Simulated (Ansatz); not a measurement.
Molecular dynamics, step by step

BHS₂ (SMILES B1SS1), singlet, PBE0-D4/def2-SVP (Ansatz 0.2.0). Settings (timestep in fs, temperature in K; T counts 6 degrees of freedom):

```yaml
hamiltonian: {xc: pbe0, dispersion: d4}
md: {n_steps: 80, timestep: 0.75, temperature: 1500, ensemble: nve, seed: 198, initial_velocities: maxwell_boltzmann}
```

Start (the SMILES describes the start alone):

B1  (0.360, -0.181, -0.036)
S2  (-0.476, 1.076, 0.848)
S3  (-1.266, -0.195, -0.681)
H4  (1.382, -0.701, -0.132)
(Å)

```json
{"step": "0", "time (fs)": "0.00", "potential energy less the start (meV)": "0.0", "kinetic energy (meV)": "387.8", "T (K)": "1500"}
{"step": "5", "time (fs)": "3.75", "potential energy less the start (meV)": "331.2", "kinetic energy (meV)": "66.9", "T (K)": "259"}
{"step": "10", "time (fs)": "7.50", "potential energy less the start (meV)": "56.4", "kinetic energy (meV)": "332.1", "T (K)": "1285"}
{"step": "15", "time (fs)": "11.25", "potential energy less the start (meV)": "221.7", "kinetic energy (meV)": "172.4", "T (K)": "667"}
{"step": "20", "time (fs)": "15.00", "potential energy less the start (meV)": "232.7", "kinetic energy (meV)": "163.7", "T (K)": "633"}
{"step": "25", "time (fs)": "18.75", "potential energy less the start (meV)": "121.0", "kinetic energy (meV)": "272.8", "T (K)": "1055"}
{"step": "30", "time (fs)": "22.50", "potential energy less the start (meV)": "279.8", "kinetic energy (meV)": "121.1", "T (K)": "469"}
{"step": "35", "time (fs)": "26.25", "potential energy less the start (meV)": "81.3", "kinetic energy (meV)": "311.2", "T (K)": "1204"}
{"step": "40", "time (fs)": "30.00", "potential energy less the start (meV)": "256.5", "kinetic energy (meV)": "140.5", "T (K)": "544"}
{"step": "45", "time (fs)": "33.75", "potential energy less the start (meV)": "148.5", "kinetic energy (meV)": "242.5", "T (K)": "938"}
{"step": "50", "time (fs)": "37.50", "potential energy less the start (meV)": "61.5", "kinetic energy (meV)": "326.2", "T (K)": "1262"}
{"step": "55", "time (fs)": "41.25", "potential energy less the start (meV)": "362.5", "kinetic energy (meV)": "35.7", "T (K)": "138"}
{"step": "60", "time (fs)": "45.00", "potential energy less the start (meV)": "3.5", "kinetic energy (meV)": "384.2", "T (K)": "1486"}
{"step": "65", "time (fs)": "48.75", "potential energy less the start (meV)": "96.3", "kinetic energy (meV)": "294.7", "T (K)": "1140"}
{"step": "70", "time (fs)": "52.50", "potential energy less the start (meV)": "256.1", "kinetic energy (meV)": "140.9", "T (K)": "545"}
{"step": "75", "time (fs)": "56.25", "potential energy less the start (meV)": "115.9", "kinetic energy (meV)": "276.8", "T (K)": "1071"}
{"step": "80", "time (fs)": "60.00", "potential energy less the start (meV)": "330.5", "kinetic energy (meV)": "71.0", "T (K)": "274"}
```

Step 30, positions (Å) and forces (eV/Å):

```tsv
atom	x	y	z	Fx	Fy	Fz
B1	0.420	-0.190	-0.025	-5.799	2.665	0.308
S2	-0.463	1.102	0.878	0.427	-0.876	-0.695
S3	-1.299	-0.218	-0.715	1.556	0.172	0.751
H4	1.366	-0.683	-0.112	3.816	-1.961	-0.365
```

Step 50, positions (Å) and forces (eV/Å):

| atom | x | y | z | Fx | Fy | Fz |
| --- | --- | --- | --- | --- | --- | --- |
| B1 | 0.294 | -0.183 | -0.039 | 1.407 | 0.024 | 0.097 |
| S2 | -0.453 | 1.114 | 0.890 | -0.357 | -0.139 | -0.150 |
| S3 | -1.264 | -0.231 | -0.716 | -1.663 | 0.355 | -0.180 |
| H4 | 1.317 | -0.693 | -0.305 | 0.613 | -0.241 | 0.233 |

Step 65, positions (Å) and forces (eV/Å):

```tsv
atom	x	y	z	Fx	Fy	Fz
B1	0.355	-0.192	-0.059	-2.741	1.689	0.628
S2	-0.456	1.110	0.888	-0.019	-0.666	-0.699
S3	-1.283	-0.226	-0.716	0.285	0.259	0.313
H4	1.361	-0.652	-0.053	2.475	-1.282	-0.243
```

Last step (80):

B1  (0.436, -0.168, -0.021)
S2  (-0.462, 1.089, 0.867)
S3  (-1.305, -0.212, -0.709)
H4  (1.366, -0.685, -0.004)
(Å)

The run took about 59 s on 2 CPU threads of an Arm Neoverse V1 (shared host).
